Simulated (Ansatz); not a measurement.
Process, species as SMILES: [CH]=O (CH-O) → CHO+ (singlet, bonded as O=[CH]) + e-
B3LYP-D3(BJ)/def2-TZVP geometries, fixed; electronic energies without zero-point terms.

Basis-set convergence of the adiabatic ionisation energy at CCSD(T) with Ansatz (a first-principles code). Cartesian d functions, on some or all atoms, in 6-31G*; all else is spherical. Cores are frozen. Open shells are unrestricted. No added dispersion term, no relativity. Functions are those of the species that has most. Reference: Hartree-Fock in aug-cc-pVQZ plus the correlation part extrapolated as X^-3 from aug-cc-pVTZ and aug-cc-pVQZ, 8.068 eV, itself unsure by roughly 0.010 eV (a third of the extrapolation step and of the last Hartree-Fock step). Deviations are taken from unrounded values.

| basis | functions | adiabatic ionisation energy (eV) | minus reference (eV) |
|---|---|---|---|
| 6-31G | 20 | 7.618 | -0.451 |
| def2-SV(P) | 30 | 7.687 | -0.382 |
| 6-31G* | 32 | 7.656 | -0.413 |
| cc-pVDZ | 33 | 7.687 | -0.381 |
| def2-SVP | 33 | 7.720 | -0.349 |
| pcseg-1 | 33 | 7.781 | -0.288 |
| 6-311G** | 42 | 7.711 | -0.358 |
| 6-311+G** | 50 | 7.825 | -0.244 |
| def2-SVPD | 51 | 7.934 | -0.134 |
| aug-cc-pVDZ | 55 | 7.963 | -0.105 |
| 6-311++G(2d,2p) | 64 | 7.945 | -0.123 |
| def2-TZVP | 68 | 7.945 | -0.123 |
| pcseg-2 | 74 | 7.947 | -0.122 |
| aug-pcseg-2 | 115 | 7.995 | -0.074 |
| cc-pVQZ | 140 | 8.015 | -0.054 |
| def2-QZVPP | 144 | 8.022 | -0.047 |
| pcseg-3 | 153 | 8.019 | -0.049 |
| aug-cc-pVQZ | 206 | 8.049 | -0.019 |
